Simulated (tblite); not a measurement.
Species: H6NSi2 (doublet state).
Structure used (GFN2-xTB), in Å, numbered top down from 1:
```xyz
9
H6NSi2 angstrom
N     -1.6506    0.7068   -0.7013
Si    -0.9801   -0.4931    0.1902
Si     1.3496    0.1161    0.0395
H     -2.0064    1.5675   -0.3165
H     -0.9992   -1.7622   -0.5379
H     -1.1344   -0.7718    1.6289
H      1.5676    1.3958    0.7037
H      1.7715    0.1703   -1.3508
H      2.0955   -0.9235    0.7462
```

All values are computed: GFN2-xTB (tblite) harmonic vibrations without scaling, gas phase. Against measured fundamentals such values can be off by several per cent, at times by over 20. Modes of hydrogen on silicon can be 10 to 20 % off. One conformer, not necessarily the lowest. Open shells enter through the occupations alone, without spin polarisation, and single modes of such species can be off by tens of per cent.

Harmonic wavenumbers (cm⁻¹): 56.1, 124.8, 287.6, 314.9, 364.0, 377.2, 456.9, 538.9, 638.7, 713.0, 772.2, 777.6, 788.3, 823.4, 1157.7, 2133.7, 2228.6, 2267.9, 2302.7, 2342.5, 3454.6.

A = 14084, B = 3657, C = 3132 MHz; mass 76.004 u (most abundant isotopes); point group C1, symmetry number 1; spin multiplicity 2.

**Question.** What is the zero-point energy?

**Answer.** Half the sum of the wavenumbers: 11461 cm⁻¹ = 137.10 kJ/mol.

**Question.** What is S at 298.15 K and 1 bar for an ideal gas of classical rigid rotors and harmonic oscillators?

**Answer.** Translation 162.87, rotation 105.03, vibration 64.98, spin (R ln 2) 5.76: S = 338.6 J/(mol K).

**Question.** And Cp and H(298.15 K) − H(0)?

**Answer.** Cp = 106.49 J/(mol K), of which vibrations give 73.23 (their classical limit is 21 R = 174.6); H(298.15 K) − H(0) = 20.62 kJ/mol without the zero-point energy, 10.70 from vibrations.

**Question.** Blend soft modes into free rotors: weight 1/[1 + (100 cm⁻¹/ν̃)⁴] for the oscillator and the rest for a rotor with moment μB/(μ + B), μ = h/(8π²ν), B = 10⁻⁴⁴ kg m². What vibrational entropy results?

**Answer.** 60.16 J/(mol K) in place of 64.98, which changes −T·S at 298.15 K by +1.44 kJ/mol.

**Question.** Which modes carry the vibrational entropy at 298.15 K?

**Answer.** 56.1 cm⁻¹: 19.20; 124.8 cm⁻¹: 12.66; 287.6 cm⁻¹: 6.23; 314.9 cm⁻¹: 5.59; 364.0 cm⁻¹: 4.62; 377.2 cm⁻¹: 4.39 J/(mol K); the other 15 give 12.29 together.

**Question.** How do the functions run with temperature in this model?

**Answer.** 
```json
{"T (K)": "150", "S (J/(mol K))": "278.9", "Cp (J/(mol K))": "69.2", "H − H(0) (kJ/mol)": "7.42", "G − H(0) (kJ/mol)": "-34.42", "ln q(vib)": "1.43"}
{"T (K)": "250", "S (J/(mol K))": "320.8", "Cp (J/(mol K))": "96.1", "H − H(0) (kJ/mol)": "15.73", "G − H(0) (kJ/mol)": "-64.47", "ln q(vib)": "2.81"}
{"T (K)": "400", "S (J/(mol K))": "372.4", "Cp (J/(mol K))": "123.2", "H − H(0) (kJ/mol)": "32.36", "G − H(0) (kJ/mol)": "-116.60", "ln q(vib)": "4.97"}
{"T (K)": "600", "S (J/(mol K))": "426.7", "Cp (J/(mol K))": "144.6", "H − H(0) (kJ/mol)": "59.30", "G − H(0) (kJ/mol)": "-196.74", "ln q(vib)": "7.73"}
{"T (K)": "900", "S (J/(mol K))": "489.6", "Cp (J/(mol K))": "165.2", "H − H(0) (kJ/mol)": "106.01", "G − H(0) (kJ/mol)": "-334.62", "ln q(vib)": "11.38"}
```

q(vib) and H(0) count from the zero-point level.

Hindered rotation and anharmonicity are outside this model. Other conformers, if any are populated, would add a mixing term that is left out. The structure is chiral; the term R ln 2 for an equal mix with its mirror image is left out.

On an Arm Neoverse N1 with one thread (shared host), this took 0.22 s of wall time. This covers the Hessian and the dipole derivatives.
